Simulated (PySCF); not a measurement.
From a log to its input

A PySCF 2.14 run on the atoms B 0 0 0; P 0 0 1.523 (angstrom) printed this (some set-up lines and the per-cycle HOMO/LUMO lines with their warnings removed):

```
PySCF version 2.14.0

[INPUT] verbose = 4
[INPUT] num. atoms = 2
[INPUT] num. electrons = 20
[INPUT] charge = 0
[INPUT] spin (= nelec alpha-beta = 2S) = 2
[INPUT] symmetry False subgroup None
[INPUT] Mole.unit = angstrom

nuclear repulsion = 26.0592848450427
number of shells = 10
number of NR pGTOs = 67
number of NR cGTOs = 32
basis = cc-pvdz-dk
ecp = {}

******** <class 'pyscf.x2c.sfx2c1e.sfX2C1eUHF'> ********
method = sfX2C1eUHF
initial guess = minao
damping factor = 0
level_shift factor = 0
DIIS = <class 'pyscf.scf.diis.CDIIS'>
diis_start_cycle = 1
diis_space = 8
diis_damp = 0
SCF conv_tol = 1e-09
SCF conv_tol_grad = None
SCF max_cycles = 50
direct_scf = True
direct_scf_tol = 1e-13
number electrons alpha = 11  beta = 9

******** <class 'pyscf.x2c.sfx2c1e.SpinFreeX2CHelper'> ********
approx = 1e
xuncontract = 1
Set gradient conv threshold to 3.16228e-05
init E= -366.404166118141

cycle= 1 E= -366.034915756346  delta_E= 0.369  |g|= 0.15  |ddm|= 1.14
cycle= 2 E= -366.06563971739  delta_E= -0.0307  |g|= 0.0692  |ddm|= 0.318
cycle= 3 E= -366.074284653616  delta_E= -0.00864  |g|= 0.0409  |ddm|= 0.119
cycle= 4 E= -366.079299895783  delta_E= -0.00502  |g|= 0.0211  |ddm|= 0.114
cycle= 5 E= -366.080855835381  delta_E= -0.00156  |g|= 0.0115  |ddm|= 0.0609
cycle= 6 E= -366.081462903292  delta_E= -0.000607  |g|= 0.00656  |ddm|= 0.043
cycle= 7 E= -366.081708224509  delta_E= -0.000245  |g|= 0.00472  |ddm|= 0.0255
cycle= 8 E= -366.081953483943  delta_E= -0.000245  |g|= 0.00174  |ddm|= 0.0438
cycle= 9 E= -366.081982123834  delta_E= -2.86e-05  |g|= 0.000665  |ddm|= 0.0162
cycle= 10 E= -366.081984656153  delta_E= -2.53e-06  |g|= 0.000329  |ddm|= 0.00348
cycle= 11 E= -366.081985349816  delta_E= -6.94e-07  |g|= 0.000112  |ddm|= 0.002
cycle= 12 E= -366.081985414492  delta_E= -6.47e-08  |g|= 2.31e-05  |ddm|= 0.000603
cycle= 13 E= -366.081985416132  delta_E= -1.64e-09  |g|= 6.49e-06  |ddm|= 0.000108
cycle= 14 E= -366.08198541619  delta_E= -5.79e-11  |g|= 2.28e-06  |ddm|= 1.46e-05
Extra cycle  E= -366.081985416197  delta_E= -7.73e-12  |g|= 1.17e-06  |ddm|= 3.84e-06
converged SCF energy = -366.081985416197  <S^2> = 2.0539533  2S+1 = 3.0357558

******** <class 'pyscf.ci.ucisd.UCISD'> ********
CISD nocc = (np.int64(5), np.int64(3)), nmo = (26, 26)
frozen orbitals 6
max_cycle = 50
direct = 0
conv_tol = 1e-09
max_cycle = 50
max_space = 12
lindep = 0
nroots = 1
Init t2, MP2 energy = -0.134367753820466
UCISD converged
E(UCISD) = -366.2336582876913  E_corr = -0.1516728714940389
Dipole moment(X, Y, Z, Debye): -0.00000,  0.00000, -0.34317
orbital energies (hartree): [array([-0.4229, -0.4079, -0.3791,  0.0779,  0.1031,  0.2541]), array([-0.816 , -0.4497, -0.3568, -0.0205,  0.0639,  0.1441])]
```

Problem. Write the input that gave this log.

Solution. The input was:

```python
from pyscf import gto, scf, ci

mol = gto.M(
    atom='B 0 0 0; P 0 0 1.523',
    basis='cc-pvdz-dk',
    charge=0,
    spin=2,
    verbose=4,
)
mf = scf.UHF(mol)
mf = mf.sfx2c1e()
mf.kernel()
ci.CISD(mf, frozen=6).kernel()
mf.dip_moment()
print('orbital energies (hartree):', [e[max(0, n-3):n+3].round(4) for e, n in zip(mf.mo_energy, mol.nelec)])
```

The bond length is a typed value, not an optimised one. No search for the lowest solution was made.
